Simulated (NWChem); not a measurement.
System: ethanethiol (C$_{2}$H$_{6}$S); SMILES C(S)C

NWChem input:

```
start job
memory heap 200 mb stack 900 mb global 1100 mb
geometry units angstroms noautoz
  C      0.368206    -1.629394    -0.058445
  C     -0.632012    -0.494513     0.043069
  S      0.100276     1.169517    -0.070791
  H     -0.145643    -2.604424    -0.041489
  H      1.078445    -1.611922     0.783099
  H      0.950917    -1.560308    -0.988868
  H     -1.346653    -0.526065    -0.794459
  H     -1.229321    -0.563555     0.965392
  H      0.833590     1.096238     1.061508
end
basis spherical
  * library def2-svpd
end
dft
  xc xpbe96 cpbe96
  iterations 150
end
tddft
  cis
  nroots 6
  notriplet
end
task tddft energy
```

Output (shortened):

```
             Northwest Computational Chemistry Package (NWChem) 7.3.0
             --------------------------------------------------------

 C1  symmetry detected

                             Geometry "geometry" -> ""
                             -------------------------

 Output coordinates in angstroms (scale by  1.889725989 to convert to a.u.)

  No.       Tag          Charge          X              Y              Z
 ---- ---------------- ---------- -------------- -------------- --------------
    1 C                    6.0000     0.35901479    -1.63627285    -0.04943351
    2 C                    6.0000    -0.63904133    -0.49844554     0.03961161
    3 S                   16.0000     0.10006381     1.16349093    -0.05986911
    4 H                    1.0000    -0.15808014    -2.60970578    -0.04215540
    5 H                    1.0000     1.05673226    -1.62277722     0.80259302
    6 H                    1.0000     0.95568912    -1.56711718    -0.97095898
    7 H                    1.0000    -1.34126401    -0.52601540    -0.80849430
    8 H                    1.0000    -1.25019158    -0.56749439     0.95282144
    9 H                    1.0000     0.81625258     1.08556544     1.08303138

 Effective nuclear repulsion energy (a.u.)     107.0574005825

  pbe96 is a nonlocal functional; adding pw91lda local functional.

                                 NWChem DFT Module
                                 -----------------

 Summary of "ao basis" -> "ao basis" (spherical)
 ------------------------------------------------------------------------------
       Tag                 Description            Shells   Functions and Types
 ---------------- ------------------------------  ------  ---------------------
 C                         def2-svpd                 8       20   4s2p2d
 S                         def2-svpd                11       27   5s4p2d
 H                         def2-svpd                 4        8   2s2p

[...]

                                NWChem TDDFT Module
                                -------------------

            General Information
            -------------------
           No. of orbitals :     230
            Alpha orbitals :     115
             Beta orbitals :     115
        Alpha frozen cores :       0
         Beta frozen cores :       0
     Alpha frozen virtuals :       0
      Beta frozen virtuals :       0
         Spin multiplicity :       1
    Number of AO functions :     115
        Use of symmetry is : off
      Symmetry adaption is : off
         Schwarz screening :  0.10D-07

              XC Information
              --------------
   PerdewBurkeErnzerhof Exchange Functional   1.00
     Perdew 1991 LDA Correlation Functional   1.00 local
    PerdewBurkeErnz. Correlation Functional   1.00 non-local

             TDDFT Information
             -----------------
          Calculation type : Tamm-Dancoff TDDFT
         Wavefunction type : Restricted singlets
          No. of electrons :      34
           Alpha electrons :      17
            Beta electrons :      17
              No. of roots :       6
          Max subspacesize :    5200
            Max iterations :     100
               Target root :       1
           Target symmetry : none
      Symmetry restriction : off
                 Algorithm : Optimal
        Davidson threshold :  0.10D-03

    6 smallest eigenvalue differences (eV)
--------------------------------------------------------
  No. Spin  Occ  Vir  Irrep   E(Occ)    E(Vir)   E(Diff)
--------------------------------------------------------
    1    1   17   18 a        -0.206    -0.022     5.010
    2    1   17   19 a        -0.206     0.002     5.652
    3    1   17   20 a        -0.206     0.020     6.161
    4    1   17   21 a        -0.206     0.033     6.498
    5    1   17   22 a        -0.206     0.037     6.606
    6    1   16   18 a        -0.290    -0.022     7.293
--------------------------------------------------------

  Entering Davidson iterations
  Restricted singlet excited states

  Iter   NTrls   NConv    DeltaV     DeltaE      Time
  ----  ------  ------  ---------  ---------  ---------
    1      6       0     0.10E+00   0.10+100        6.9
    2     12       0     0.91E-01   0.48E-02       10.0
    3     18       0     0.63E-01   0.88E-02       10.8
    4     24       1     0.32E-01   0.57E-02       10.7
    5     29       5     0.92E-02   0.17E-02        9.5
    6     30       5     0.54E-02   0.15E-03        5.7
    7     31       5     0.72E-03   0.37E-04        5.5
    8     32       6     0.75E-04   0.78E-06        5.6
  ----  ------  ------  ---------  ---------  ---------
  Convergence criterion met

  Ground state a        -477.550540307993 a.u.

  ----------------------------------------------------------------------------
  Root   1 singlet a              0.188379395 a.u.                5.1261 eV
  ----------------------------------------------------------------------------
     Transition Moments    X  0.18842   Y -0.27038   Z -0.14590
     Dipole Oscillator Strength                    0.0163126540
     Electric Quadrupole                           0.0000000305
     Magnetic Dipole                               0.0000008654
     Total Oscillator Strength                     0.0163135499

[...]
```

Level: PBE/def2-SVPD, TDA. The geometry was optimised at PBE0/def2-SVP.
